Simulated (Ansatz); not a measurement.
# AlBH₂ (triplet): trial inputs and their diagnosis at distance B1–H3 = 1.677 Å

4 inputs are run for AlBH₂ (triplet) as typed; the log has to tell whether the result can be used and what must change.

Computed with Ansatz 0.2.0, Gaussian basis. Level: the settings change from run to run.

16 further runs of the same task are left out: 1 for a mislabelled method, 12 that didn't finish, 3 set aside as unsound or not needed.

## 1. The system

The geometry derives from a PBE0/def2-TZVP stationary point (not a proven minimum). One bond is set to the value named and the two fragments are kept rigid.

4 atoms, charge 0, spin multiplicity 3.

Atoms are counted from 1 here; the program's logs count them from 0.

Bond lengths: B1–Al2 2.058 Å, B1–H4 1.195 Å. Angles: Al2–B1–H4 115.6°.

## 2. Attempt 1

The input, in.yaml:

```yaml
crystal:
  periodic: [false, false, false]
  atoms:
    - {symbol: B, position_ang: [0.000000, -0.010998, 1.363609]}
    - {symbol: Al, position_ang: [0.000000, -0.010998, -0.694668]}
    - {symbol: H, position_ang: [0.000000, 1.500974, 2.089053]}
    - {symbol: H, position_ang: [0.000000, -1.088610, 1.880647]}
basis:
  gaussian: {orbitals: def2-SVP}
magnetization: {spin_polarized: true, initial_magnetization: 2}
hamiltonian: {xc: {name: r2SCAN}}
correlation: {method: ccsdt, electrons: outside_noble_gas}
scf: {lower_state_search: light}
nroots: 3
output: {forces: true}
```

The run is started by

```bash
> ansatz run in.yaml --threads 1 --pin off --events-out ev --progress --plain --max-ram 2393MiB
```

Log:

```text
Error: YAML parse error: error: line 14 column 1: unknown field `nroots`, expected one of crystal, accuracy, basis, kpoints, hamiltonian, magnetization, projection, total_charge, correlation, batch, efield, external_charges, scf, relax, neb, saddle, md, ramp, phonons, dielectric, real_time, elastic, magnetic_configurations, gw, evaluate, workflow, output, checkpoint, execution
  --> <input>:14:1
   |
12 | correlation: {method: ccsdt, electrons: outside_noble_gas}
13 | scf: {lower_state_search: light}
14 | nroots: 3
   | ^ unknown field `nroots`, expected one of crystal, accuracy, basis, kpoints, hamiltonian, magnetization, projection, total_charge, correlation, batch, efield, external_charges, scf, relax, neb, saddle, md, ramp, phonons, dielectric, real_time, elastic, magnetic_configurations, gw, evaluate, workflow, output, checkpoint, execution
15 | output: {forces: true}
   |
```

Wall time 0.03 s (1 thread of Arm Neoverse V1, shared host).

**Diagnosis.** The run was refused. The input holds a key that the program doesn't read here. Fix: remove it or spell it as the reference does.

## 3. Attempt 2

The input, in.yaml:

```yaml
crystal:
  periodic: [false, false, false]
  atoms:
    - {symbol: B, position_ang: [0.000000, -0.010998, 1.363609]}
    - {symbol: Al, position_ang: [0.000000, -0.010998, -0.694668]}
    - {symbol: H, position_ang: [0.000000, 1.500974, 2.089053]}
    - {symbol: H, position_ang: [0.000000, -1.088610, 1.880647]}
basis:
  gaussian: {orbitals: 6-31G}
magnetization: {spin_polarized: false, initial_magnetization: 2}
correlation: {active_space: {ras: {orbitals: [9, 2, 15], electrons: 17, max_holes: 2, max_particles: 2}, fixed_orbitals: true}}
scf: {lower_state_search: off}
output: {forces: true}
```

Same command.

Log:

```text
Functional definition: HF
  name "HF"
  cite "Fock, Z. Phys. 61, 126 (1930) doi:10.1007/BF01340294"
  parent pbe
  exchange = exact_x
  correlation = 0
these checks for a lower state are left out or cut short: starts, cluster_reference, orbital_swaps, neighbouring_geometries, increment
328 factors; integrals over basis functions are off by at most 2.6e-4 eV
mean field evaluation 1: about -7280.4302 eV, gradient 8.6e0 eV
mean field evaluation 2: about -7280.4304 eV, gradient 8.6e0 eV
mean field evaluation 4: about -7281.1700 eV, gradient 2.1e0 eV
mean field evaluation 8: about -7281.3205 eV, gradient 3.3e-1 eV
mean field evaluation 16: about -7281.3264 eV, gradient 4.7e-6 eV
mean field -7281.32639448 eV, -267.5838095369 hartree, gradient 4.7e-6 eV, S^2 2.000000; 0 other end points of the search recorded, 0 dependent functions left out
reference -7281.32639448 eV, -267.5838095369 hartree; 11, 9 occupied and 15, 17 virtual orbitals, 328 factors
Error: 17 electrons in 26 orbitals form no window around the highest filled level of the reference
```

It took 0.15 s on 1 thread of Arm Neoverse V1, shared host.

What is wrong: The run stopped with an error. The electron count of the restricted space is wrong. Fix: count the correlated electrons again.

## 4. Attempt 3

The input, in.yaml:

```yaml
crystal:
  periodic: [false, false, false]
  atoms:
    - {symbol: B, position_ang: [0.000000, -0.010998, 1.363609]}
    - {symbol: Al, position_ang: [0.000000, -0.010998, -0.694668]}
    - {symbol: H, position_ang: [0.000000, 1.500974, 2.089053]}
    - {symbol: H, position_ang: [0.000000, -1.088610, 1.880647]}
basis:
  gaussian: {orbitals: def2-SVP}
magnetization: {spin_polarized: false, initial_magnetization: 2}
correlation: {method: afqmc, electrons: valence}
```

Same command.

Log:

```text
Error: YAML parse error: error: line 11 column 23: unknown variant `afqmc`, expected one of mp2, rpa, ccsd, ccsd_t, bccd, bccd_t, ccsdt, ccsdt_q, ccsdt_q_b, ccsdtq, fci, sc_nevpt2, fic_nevpt4_sd, fic_mrcisd_q, fic_mrcisd_q_relaxed
  --> <input>:11:23
   |
 9 |   gaussian: {orbitals: def2-SVP}
10 | magnetization: {spin_polarized: false, initial_magnetization: 2}
11 | correlation: {method: afqmc, electrons: valence}
   |                       ^ unknown variant `afqmc`, expected one of mp2, rpa, ccsd, ccsd_t, bccd, bccd_t, ccsdt, ccsdt_q, ccsdt_q_b, ccsdtq, fci, sc_nevpt2, fic_nevpt4_sd, fic_mrcisd_q, fic_mrcisd_q_relaxed
```

Wall time 0.03 s (1 thread of Arm Neoverse V1, shared host).

Diagnosis: The run was refused. The method's name isn't one that the program knows. Cure: name one from the list in the message.

## 5. Attempt 4

The input, in.yaml:

```yaml
crystal:
  periodic: [false, false, false]
  atoms:
    - {symbol: B, position_ang: [0.000000, -0.010998, 1.363609]}
    - {symbol: Al, position_ang: [0.000000, -0.010998, -0.694668]}
    - {symbol: H, position_ang: [0.000000, 1.500974, 2.089053]}
    - {symbol: H, position_ang: [0.000000, -1.088610, 1.880647]}
basis:
  gaussian: {orbitals: 6-31G}
magnetization: {spin_polarized: false, initial_magnetization: 2}
correlation: {active_space: {window: {electrons: 4, orbitals: 4}, states: [{multiplicity: 3, weights: [1, 1]}], root: 5}}
accuracy: high
```

The command is unchanged.

Log:

```text
Error: the active space averages no state 5, counted from zero
```

Run time: 0.03 s. Hardware: 1 thread of Arm Neoverse V1, shared host.

Diagnosis: The run was refused. The root asked for lies beyond the states averaged. To mend it, average more states or name a lower root.

## 6. Summary

| attempt | level | ended | cause | time |
| --- | --- | --- | --- | --- |
| 1 | CCSDT/def2-SVP | refused | the input holds a key that the program doesn't read here | 0.03 s |
| 2 | CISD/6-31G | stopped by an error | the electron count of the restricted space is wrong | 0.15 s |
| 3 | 'afqmc'/def2-SVP | refused | the method's name isn't one that the program knows | 0.03 s |
| 4 | CASSCF(4,4)/6-31G | refused | the root asked for lies beyond the states averaged | 0.03 s |

3 refused, 1 stopped by an error.
